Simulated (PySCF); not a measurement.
# BO−: bond curves at several levels of theory

One table from this session's results is given with a row withheld; the runs are named, their logs left out.

Computed with PySCF 2.14.0. Level: B aug-pcseg-1, O aug-pcseg-1, no relativity.

2 further runs of the same task are left out: 2 set aside as unsound or not needed.

The first run:

Settings of the job:

```json
{
  "atoms": "B, O",
  "charge": "-1",
  "basis": "B aug-pcseg-1, O aug-pcseg-1",
  "Hamiltonian": "no relativity",
  "basis functions": "46",
  "electrons treated": "14",
  "masses in u": "11.0093, 15.9949",
  "levels": "PBE0, PBE, r²SCAN, M06, M06-L, PW91, LC-ωPBE, MP2, SCS-MP2, CCSD, CCSD(T)",
  "grid": "80 radial by 434 angular points",
  "occupations": "held fixed by the projection of orbital angular momentum",
  "dissociation limit": "B + O−, each in its ground configuration",
  "starting distance in angstrom": "1.515",
  "values of 2S to try": "0, 2"
}
```

Started as:

```
OMP_NUM_THREADS=1 python dia.py task.json out
```

Steps of the session up to this table: Set-up; The PBE0 curve of the state that the search chose; PBE; r²SCAN (meta-GGA); M06 (hybrid meta-GGA); M06-L; PW91 (GGA); LC-ωPBE; Adding correlation.

One table of the session follows, with a row left open; its other results are not shown here.

It belongs to the step «Constants by level of theory». 

| level | Re (Å) | ωe (cm⁻¹) | De (eV) |
| --- | --- | --- | --- |
| RHF-MP2 | 1.255 | 1667 | 9.61 |
| RHF-SCS-MP2 | 1.252 | 1681 | 9.36 |
| RHF-CCSD | 1.246 | 1720 | 8.91 |
| RHF-CCSD(T) | 1.252 | 1684 | 9.06 |
| PBE | 1.250 | 1673 | 9.56 |
| PW91 | 1.249 | 1676 | 9.58 |
| r²SCAN | 1.242 | 1722 | 9.44 |
| M06-L | 1.239 | 1740 | 9.45 |
| PBE0 | ? | ? | ? |
| M06 | 1.238 | 1750 | 9.33 |
| LC-ωPBE | 1.237 | 1766 | 9.35 |

Estimate the missing values for PBE0.

**Answer.** Re (Å): 1.238; ωe (cm⁻¹): 1746; De (eV): 9.40.

De is counted to B + O− in their ground configurations.
